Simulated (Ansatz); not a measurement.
# doublet C4H7N+: levels of theory compared

Aim: a comparison of 6 runs (UHF/cc-pVDZ, UB3LYP/6-31G*, USVWN5/cc-pVDZ, UCCSD/cc-pVDZ, UCCSD(T)/cc-pVDZ) of doublet C4H7N+. 

The results are computed with Ansatz 0.2.0.

31 further runs of the same task are left out: 31 set aside as unsound or not needed. Runs told in other sessions of the task aren't counted.

### Step 1. The structure to begin with

C4H7N+ has 12 atoms, charge +1, and is taken as a doublet. As SMILES of the parent species, `CC=C=CN`. The shape is that of a PBE0-D4/def2-TZVP optimisation. This is one conformer, not always the lowest. That shape belongs to the parent species and isn't relaxed for this state.

Bond lengths: C1–C2 1.498 Å, C2–C3 1.304 Å, C3–C4 1.308 Å, C4–N5 1.399 Å, C1–H6 1.095 Å, C1–H7 1.095 Å, C1–H8 1.090 Å, C2–H9 1.092 Å, C4–H10 1.088 Å, N5–H11 1.009 Å, N5–H12 1.009 Å. Some angles: C1–C2–C3 125.4°, C2–C3–C4 177.7°, C3–C4–N5 126.6°, C1–C2–H9 116.0°, C3–C2–H9 118.6°, C2–C1–H6 110.8°, C2–C1–H7 110.7°, C2–C1–H8 111.2°, C3–C4–H10 119.1°, N5–C4–H10 114.2°.

### Step 2. The energy at UHF/cc-pVDZ (run 1)

molecule.yaml

```yaml
crystal:
  periodic: [false, false, false]
  atoms:
    - {symbol: C, position_ang: [-1.535100, -0.098500, 1.478800]}
    - {symbol: C, position_ang: [-0.109700, -0.395400, 1.125300]}
    - {symbol: C, position_ang: [0.522000, 0.069700, 0.084200]}
    - {symbol: C, position_ang: [1.201800, 0.525100, -0.935700]}
    - {symbol: N, position_ang: [1.393900, -0.117700, -2.163800]}
    - {symbol: H, position_ang: [-2.123200, -1.020200, 1.530100]}
    - {symbol: H, position_ang: [-1.598600, 0.373400, 2.464300]}
    - {symbol: H, position_ang: [-1.993500, 0.566200, 0.746400]}
    - {symbol: H, position_ang: [0.426100, -1.055200, 1.810500]}
    - {symbol: H, position_ang: [1.741600, 1.463900, -0.834900]}
    - {symbol: H, position_ang: [1.398100, 0.515000, -2.949800]}
    - {symbol: H, position_ang: [0.753400, -0.881400, -2.321100]}
basis:
  gaussian:
    orbitals: cc-pVDZ
total_charge: 1
magnetization:
  spin_polarized: true
  initial_magnetization: 1
hamiltonian:
  xc: hf
accuracy: high
output: {orbitals: {seedname: orbitals}}
```

Command:

```console
$ ansatz run molecule.yaml --threads 1 --pin off --max-ram 2610MiB --events-out events.jsonl --progress --plain --runs-dir runs
```

Standard output:

```text
Warning: RAYON_NUM_THREADS=1 ignored (pool sized by the plan → 1); use --threads N
Functional definition: HF
  name "HF"
  exchange = exact_x
  correlation = 0
2524 factors; integrals over basis functions are off by at most 5.8e-9 eV
mean field evaluation 1: about -5702.0221 eV, gradient 2.5e1 eV
mean field evaluation 2: about -5702.0232 eV, gradient 2.5e1 eV
mean field evaluation 4: about -5705.8253 eV, gradient 3.2e0 eV
mean field evaluation 8: about -5705.9533 eV, gradient 3.7e-1 eV
mean field evaluation 16: about -5705.9802 eV, gradient 1.6e-5 eV
mean field evaluation 32: about -5697.4475 eV, gradient 1.1e1 eV
mean field evaluation 64: about -5700.1161 eV, gradient 3.0e1 eV
mean field evaluation 96: about -5704.9701 eV, gradient 2.1e-2 eV
mean field evaluation 128: about -5705.9526 eV, gradient 3.7e-1 eV
mean field -5705.98024101 eV, -209.6909062046 hartree, gradient 2.1e-8 eV, S^2 0.881844; 0 other end points of the search recorded, 0 dependent functions left out
reference -5705.98024101 eV, -209.6909062046 hartree; 19, 18 occupied and 86, 87 virtual orbitals, 2524 factors
Total energy: -5705.98024101 eV, -209.6909062046 hartree
```

It took 11 s on 1 thread of Arm Neoverse V2, shared host; peak memory 0.4 GiB.

### Step 3. A single-point energy at UB3LYP/6-31G(d) (spherical functions) (run 2)

input.yaml

```yaml
crystal:
  periodic: [false, false, false]
  atoms:
    - {symbol: C, position_ang: [-1.535100, -0.098500, 1.478800]}
    - {symbol: C, position_ang: [-0.109700, -0.395400, 1.125300]}
    - {symbol: C, position_ang: [0.522000, 0.069700, 0.084200]}
    - {symbol: C, position_ang: [1.201800, 0.525100, -0.935700]}
    - {symbol: "N", position_ang: [1.393900, -0.117700, -2.163800]}
    - {symbol: H, position_ang: [-2.123200, -1.020200, 1.530100]}
    - {symbol: H, position_ang: [-1.598600, 0.373400, 2.464300]}
    - {symbol: H, position_ang: [-1.993500, 0.566200, 0.746400]}
    - {symbol: H, position_ang: [0.426100, -1.055200, 1.810500]}
    - {symbol: H, position_ang: [1.741600, 1.463900, -0.834900]}
    - {symbol: H, position_ang: [1.398100, 0.515000, -2.949800]}
    - {symbol: H, position_ang: [0.753400, -0.881400, -2.321100]}
basis:
  gaussian:
    orbitals: 6-31G_st_-spherical.json
total_charge: 1
magnetization:
  spin_polarized: true
  initial_magnetization: 1
hamiltonian:
  xc: {name: B3LYP}
accuracy: high
output: {orbitals: {seedname: orbitals}}
```

The basis set 6-31G* is read from a file made from the Basis Set Exchange's data (not shown).

Command:

```console
$ ansatz run input.yaml --threads 1 --pin off --max-ram 2610MiB --events-out events.jsonl --progress --plain --runs-dir runs
```

Standard output:

```text
Warning: RAYON_NUM_THREADS=1 ignored (pool sized by the plan → 1); use --threads N
Functional definition: B3LYP
  name "B3LYP"
  parameter a0 = 0.2
  parameter ax = 0.72
  parameter ac = 0.81
  exchange = (1 - a0 - ax)*slater_x + ax*b88_x + a0*exact_x
  correlation = (1 - ac)*vwn_rpa_c + ac*lyp_c
2064 factors; integrals over basis functions are off by at most 8.7e-9 eV
mean field evaluation 1: about -5732.1361 eV, gradient 4.6e1 eV
mean field evaluation 2: about -5730.7483 eV, gradient 4.9e1 eV
mean field evaluation 4: about -5742.2626 eV, gradient 2.6e0 eV
mean field evaluation 8: about -5742.5690 eV, gradient 2.8e-1 eV
mean field evaluation 16: about -5742.5697 eV, gradient 1.7e-3 eV
mean field evaluation 32: about -5742.5697 eV, gradient 8.2e-8 eV
mean field -5742.56966559 eV, -211.0355427571 hartree, gradient 8.3e-8 eV, S^2 0.757557; 2 other end points of the search recorded, 0 dependent functions left out
reference -5742.56970183 eV, -211.0355440887 hartree; 19, 18 occupied and 65, 66 virtual orbitals, 2064 factors
Total energy: -5742.56970183 eV, -211.0355440887 hartree
```

It took 15 s on 1 thread of Arm Neoverse V2, shared host; peak memory 0.4 GiB.

Run 3 isn't shown in full; the table further down has it.

### Step 4. The energy at USVWN5/cc-pVDZ (run 4)

run.yaml

```yaml
crystal:
  periodic: [false, false, false]
  atoms:
    - {symbol: C, position_ang: [-1.535100, -0.098500, 1.478800]}
    - {symbol: C, position_ang: [-0.109700, -0.395400, 1.125300]}
    - {symbol: C, position_ang: [0.522000, 0.069700, 0.084200]}
    - {symbol: C, position_ang: [1.201800, 0.525100, -0.935700]}
    - {symbol: N, position_ang: [1.393900, -0.117700, -2.163800]}
    - {symbol: H, position_ang: [-2.123200, -1.020200, 1.530100]}
    - {symbol: H, position_ang: [-1.598600, 0.373400, 2.464300]}
    - {symbol: H, position_ang: [-1.993500, 0.566200, 0.746400]}
    - {symbol: H, position_ang: [0.426100, -1.055200, 1.810500]}
    - {symbol: H, position_ang: [1.741600, 1.463900, -0.834900]}
    - {symbol: H, position_ang: [1.398100, 0.515000, -2.949800]}
    - {symbol: H, position_ang: [0.753400, -0.881400, -2.321100]}
basis:
  gaussian: {orbitals: cc-pVDZ}
total_charge: 1
magnetization: {spin_polarized: true, initial_magnetization: 1}
hamiltonian: {xc: {name: SVWN5}}
accuracy: high
output: {orbitals: {seedname: orbitals}}
```

Command:

```console
$ ansatz run run.yaml --threads 1 --pin off --max-ram 2610MiB --events-out events.jsonl --progress --plain --runs-dir runs
```

Standard output:

```text
Warning: RAYON_NUM_THREADS=1 ignored (pool sized by the plan → 1); use --threads N
Functional definition: SVWN5
  name "SVWN5"
  exchange = slater_x
  correlation = vwn5_c
2524 factors; integrals over basis functions are off by at most 5.8e-9 eV
mean field evaluation 1: about -5674.6202 eV, gradient 5.6e1 eV
mean field evaluation 2: about -5660.3153 eV, gradient 7.5e1 eV
mean field evaluation 4: about -5690.1699 eV, gradient 7.8e0 eV
mean field evaluation 8: about -5690.4863 eV, gradient 1.3e-1 eV
mean field evaluation 16: about -5690.4811 eV, gradient 1.6e-4 eV
mean field -5690.48109612 eV, -209.1213231356 hartree, gradient 8.7e-8 eV, S^2 0.752356; 1 other end points of the search recorded, 0 dependent functions left out
reference -5690.48109952 eV, -209.1213232606 hartree; 19, 18 occupied and 86, 87 virtual orbitals, 2524 factors
Total energy: -5690.48109952 eV, -209.1213232606 hartree
```

Wall time 6.6 s (1 thread of Arm Neoverse V2, shared host); peak memory 0.34 GiB.

Run 5 isn't shown in full; the table further down has it.

### Step 5. The energy at UCCSD(T)/cc-pVDZ (run 6)

Changes to molecule.yaml since step 2:

```diff
@@ -7,3 +7,3 @@
     - {symbol: C, position_ang: [1.201800, 0.525100, -0.935700]}
-    - {symbol: N, position_ang: [1.393900, -0.117700, -2.163800]}
+    - {symbol: "N", position_ang: [1.393900, -0.117700, -2.163800]}
     - {symbol: H, position_ang: [-2.123200, -1.020200, 1.530100]}
@@ -18,2 +18,7 @@
     orbitals: cc-pVDZ
+scf:
+  omitted_lower_state_checks: [cluster_reference, increment]
+correlation:
+  method: ccsd_t
+  frozen_orbitals: {C: 1, H: 0, "N": 1}
 total_charge: 1
@@ -22,5 +27,2 @@
   initial_magnetization: 1
-hamiltonian:
-  xc: hf
 accuracy: high
-output: {orbitals: {seedname: orbitals}}
```

Command:

```console
$ ansatz run molecule.yaml --threads 1 --pin off --max-ram 2610MiB --events-out events.jsonl --progress --plain --runs-dir runs
```

Standard output:

```text
Warning: RAYON_NUM_THREADS=1 ignored (pool sized by the plan → 1); use --threads N
[... 13 lines left out ...]
5 core orbitals not correlated: weight in the atoms' cores, before any rotation towards them, 1.000 or more for the frozen orbitals, at most 0.000 for the correlated occupied ones
[... 34 lines left out ...]
Total energy: -5726.31198131 eV, -210.4380838796 hartree
Checks for a lower state left out: cluster_reference, increment
```

Run time: 3.5 min. Hardware: 1 thread of Arm Neoverse V2, shared host; peak memory 2 GiB.

### Step 6. All runs side by side

```tsv
run	level	Cartesian functions	frozen core orbitals	energy (Eh)	HOMO energy (eV)	LUMO energy (eV)	⟨S²⟩	wall time
1	UHF/cc-pVDZ	no	–	-209.690906	-15.66	-5.42	0.882	11 s
2	UB3LYP/6-31G* (spherical functions)	no	–	-211.035544	-12.80	-10.10	0.758	15 s
3	UB3LYP/6-31G* (Cartesian functions)	yes	–	-211.039819	-12.80	-10.10	0.758	16 s
4	USVWN5/cc-pVDZ	no	–	-209.121323	-11.93	-11.16	0.752	6.6 s
5	UCCSD/cc-pVDZ	no	5	-210.412127	–	–	0.882	2.7 min
6	UCCSD(T)/cc-pVDZ	no	5	-210.438084	–	–	0.882	3.5 min
```

### Step 7. Summary of results

```
                                          quantity          value
                               run 6: total energy  -210.43808 Eh
run 6: correlation energy (5 core orbitals frozen)     -747.2 mEh
                             run 6: (T) correction     -25.96 mEh
          run 6: ⟨S²⟩ of the reference determinant          0.882
                              run 6: T1 diagnostic          0.025
```

What this shows: Below the UHF energy at the same shape and in the same basis (cc-pVDZ): UCCSD -721.2 mEh; UCCSD(T) -747.2 mEh. Totals of different functionals can't be ranked against each other. Spin contamination of the reference: run 1 ⟨S²⟩ = 0.88, run 5 ⟨S²⟩ = 0.88, run 6 ⟨S²⟩ = 0.88. All runs together took 7 min, the longest 3.5 min.
